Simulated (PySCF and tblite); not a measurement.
CH3CH2CF(CH3)2, C5H11F, numbered as in [CH3:1][CH2:2][C:3]([CH3:4])([CH3:5])[F:6]: conformational analysis

Conformers came from 60 starts (ETKDG, MMFF94s, GFN2-xTB); geometries are GFN2-xTB. Energies: PBE0-D3(BJ)/def2-SVP (IEF-PCM, acetonitrile), with GFN2-xTB thermal terms (modes under about 100 cm⁻¹ blended into free rotors). Symmetry numbers and mirror images are counted. Conformers within 3 kcal/mol (GFN2-xTB free energy) were kept, 10 at most. GIAO shieldings: B97-2/pcSseg-1 (IEF-PCM, acetonitrile). Couplings: B3LYP/6-31G* with pcJ-1 on H, F (gas phase; spin-dipole term only for pairs with B, N, F, Si or P). Couplings are for ¹⁹F, ¹H. H–H couplings come out 0.1 to 0.9 Hz lower than with pcJ-1 on all atoms. Shifts are against TMS (¹H), TMS (¹³C) at the same level. Codes: tblite and PySCF.

Torsions listed: C1–C2–C3–F6. Of a mirror pair one member is shown.

```tsv
conformer	shape	symmetry	E(GFN2) kcal/mol	E(DFT) kcal/mol	G(298.15 K) kcal/mol	weight %	dipole D
1	-62°	C1 (pair)	0.18	0.00	0.00	67.9	2.24
2	180°	Cs	0.00	0.08	0.44	32.1	2.33
```

Weights (%) against temperature:

```
 T (K)     1     2  S(mix) cal/mol/K
   150  69.4  30.6              2.18
   200  68.5  31.5              2.18
   250  68.1  31.9              2.18
298.15  67.9  32.1              2.18
   400  67.8  32.2              2.18
```

Averaged shifts at 298.15 K. ¹H: 1.68 (H2, 2H), 1.41 (H4/H5, 6H), 1.06 (H1, 3H) ppm. ¹³C: 98.4 (C3), 38.6 (C2), 28.2 (C4/C5), 11.5 (C1) ppm.

Averaged couplings (Hz): ³J(H2,F6) 16.0, ³J(H4,F6) 18.7, ²J(H1,H1) -13.9, ³J(H1,H2) 7.6, ²J(H2,H2) -14.1, ²J(H4,H4) -14.0. Computed couplings to fluorine can be off by tens of per cent at such levels.

Coordinates of conformer 1 (Å):

```xyz
17

C     2.055   -0.102   -0.285
C     0.697   -0.775   -0.457
C    -0.465    0.010    0.166
C    -1.782   -0.742   -0.011
C    -0.571    1.440   -0.351
F    -0.223    0.086    1.543
H     2.844   -0.779   -0.602
H     2.125    0.804   -0.881
H     2.217    0.150    0.759
H     0.482   -0.923   -1.516
H     0.726   -1.756    0.023
H    -2.577   -0.228    0.525
H    -2.042   -0.795   -1.065
H    -1.695   -1.750    0.385
H     0.306    2.011   -0.060
H    -0.655    1.439   -1.434
H    -1.448    1.923    0.073
```

Shifts are unscaled: against experiment ¹³C can be off by 15 ppm or more and ¹H by 0.8 ppm.

Search and properties took 2.1 min on 1 thread of Arm Neoverse V2, shared host (rough), launched as `OMP_NUM_THREADS=1 python ens_run.py task.json out`.
